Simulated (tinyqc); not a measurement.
Worked calculation: LCCD on RHF in the sto-3g basis, for CH3+, spin multiplicity 1. One step of it, computed by the program tinyqc.

Question. Iteration 8 (converged): orbitals. Diagonalise F' = X^T F X, C = X C', fill 4 alpha and 4 beta electrons from the bottom; D = 2 C_occ C_occ^T. Each column has its largest component positive (the first on a tie).

converged F (hartree), order 1C 1s, 1C 2s, 1C 2px, 1C 2py, 1C 2pz, 2H 1s, 3H 1s, 4H 1s:
```
[[-11.557505, -3.090735, 0.000004, 0.000000, -0.000765, -0.589267, -0.589861, -0.589861],
 [-3.090735, -1.887041, 0.000052, 0.000000, 0.016016, -0.766380, -0.766853, -0.766853],
 [0.000004, 0.000052, -0.696300, 0.000000, -0.000010, -0.569456, 0.284704, 0.284704],
 [0.000000, 0.000000, 0.000000, -0.696504, 0.000000, 0.000000, -0.493389, 0.493389],
 [-0.000765, 0.016016, -0.000010, 0.000000, -0.207846, 0.022110, 0.022130, 0.022130],
 [-0.589267, -0.766380, -0.569456, 0.000000, 0.022110, -0.693251, -0.181524, -0.181524],
 [-0.589861, -0.766853, 0.284704, -0.493389, 0.022130, -0.181524, -0.693606, -0.181537],
 [-0.589861, -0.766853, 0.284704, 0.493389, 0.022130, -0.181524, -0.181537, -0.693606]]
```

X, order 1C 1s, 1C 2s, 1C 2px, 1C 2py, 1C 2pz, 2H 1s, 3H 1s, 4H 1s:
```
[[1.027835, -0.158374, 0.000004, 0.000000, 0.001352, 0.023651, 0.023659, 0.023659],
 [-0.158374, 1.299741, -0.000077, 0.000000, -0.012833, -0.270157, -0.270395, -0.270395],
 [0.000004, -0.000077, 1.139570, 0.000000, 0.000005, -0.282591, 0.141326, 0.141326],
 [0.000000, 0.000000, 0.000000, 1.139773, 0.000000, 0.000000, -0.244954, 0.244954],
 [0.001352, -0.012833, 0.000005, 0.000000, 1.000598, 0.012631, 0.012645, 0.012645],
 [0.023651, -0.270157, -0.282591, 0.000000, 0.012631, 1.184561, -0.022318, -0.022318],
 [0.023659, -0.270395, 0.141326, -0.244954, 0.012645, -0.022318, 1.184806, -0.022350],
 [0.023659, -0.270395, 0.141326, 0.244954, 0.012645, -0.022318, -0.022350, 1.184806]]
```

Give: F' = X^T F X; orbital energies; coefficients C; D after iteration 8.

Answer.

F' = X^T F X (hartree):
```
[[-11.322, -1.587, 0.000, 0.000, 0.001, -0.059, -0.059, -0.059],
 [-1.587, -0.972, 0.000, 0.000, -0.003, -0.382, -0.382, -0.382],
 [0.000, 0.000, -0.415, 0.000, 0.000, -0.453, 0.226, 0.226],
 [0.000, 0.000, 0.000, -0.415, 0.000, 0.000, -0.392, 0.392],
 [0.001, -0.003, 0.000, 0.000, -0.207, 0.016, 0.016, 0.016],
 [-0.059, -0.382, -0.453, 0.000, 0.016, -0.286, -0.039, -0.039],
 [-0.059, -0.382, 0.226, -0.392, 0.016, -0.039, -0.285, -0.039],
 [-0.059, -0.382, 0.226, 0.392, 0.016, -0.039, -0.039, -0.285]]
```

orbital energies (hartree): [-11.563, -1.213, -0.892, -0.892, -0.208, 0.120, 0.230, 0.230]

coefficients C, order 1C 1s, 1C 2s, 1C 2px, 1C 2py, 1C 2pz, 2H 1s, 3H 1s, 4H 1s:
```
[[0.993, -0.234, 0.000, 0.000, -0.017, -0.204, 0.000, 0.000],
 [0.029, 0.766, 0.000, 0.000, 0.082, 1.157, -0.001, 0.000],
 [0.000, 0.000, 0.000, 0.639, 0.000, 0.001, 1.005, 0.000],
 [0.000, 0.000, 0.639, 0.000, 0.000, 0.000, 0.000, 1.006],
 [0.000, -0.011, 0.000, 0.000, 0.996, -0.098, 0.000, 0.000],
 [-0.005, 0.178, 0.000, 0.428, -0.035, -0.689, -0.931, 0.000],
 [-0.005, 0.178, 0.370, -0.214, -0.035, -0.688, 0.467, -0.807],
 [-0.005, 0.178, -0.370, -0.214, -0.035, -0.688, 0.467, 0.807]]
```

D after iteration 8, order 1C 1s, 1C 2s, 1C 2px, 1C 2py, 1C 2pz, 2H 1s, 3H 1s, 4H 1s:
```
[[2.083, -0.301, 0.000, 0.000, 0.005, -0.094, -0.094, -0.094],
 [-0.301, 1.175, 0.000, 0.000, -0.017, 0.273, 0.273, 0.273],
 [0.000, 0.000, 0.816, 0.000, 0.000, 0.547, -0.273, -0.273],
 [0.000, 0.000, 0.000, 0.816, 0.000, 0.000, 0.473, -0.473],
 [0.005, -0.017, 0.000, 0.000, 0.000, -0.004, -0.004, -0.004],
 [-0.094, 0.273, 0.547, 0.000, -0.004, 0.430, -0.119, -0.119],
 [-0.094, 0.273, -0.273, 0.473, -0.004, -0.119, 0.429, -0.119],
 [-0.094, 0.273, -0.273, -0.473, -0.004, -0.119, -0.119, 0.429]]
```
